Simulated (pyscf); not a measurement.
This saddle point was located with ωB97X-D3(BJ)/def2-SVP in PySCF.

```xyz
14

C      0.9678    -0.2886    -0.2449
N     -0.3368     0.0591     0.2820
C     -1.3796    -0.8965    -0.0343
Si    -0.7146     1.6805     0.7539
H      1.2841    -1.2819     0.1238
H      1.7235     0.4433     0.0805
H      0.9843    -0.3236    -1.3529
H     -1.5619    -0.9829    -1.1244
H     -2.3279    -0.6060     0.4442
H     -1.1116    -1.9024     0.3388
H     -1.0739     2.6557    -0.4344
H     -1.9074     1.6517     1.6502
H      0.4751     2.2691     1.4362
H     -1.3659     3.4478    -1.3924
```
Charge 0, spin multiplicity 2.

Surface: doublet, charge 0. Lowest wavenumbers (cm⁻¹): 749i, 84, 115, 170, 210.

**Question.** Which two sides does it connect, and which bonds change?

**Answer.** H₃C–N(CH₃)–SiH₃ + H• <-> H₃C–N(CH₃)–SiH₂• + H₂, a hydrogen abstraction read from left to right: H–Si broken and H–H formed. At ωB97M-D3(BJ)/def2-TZVP it lies +3.6 kcal/mol from the left side and +17.9 kcal/mol from the right (each side as separated species at their lowest minima found). One saddle was located; it need not be the lowest between these sides. The angle at the transferred H is 180°.
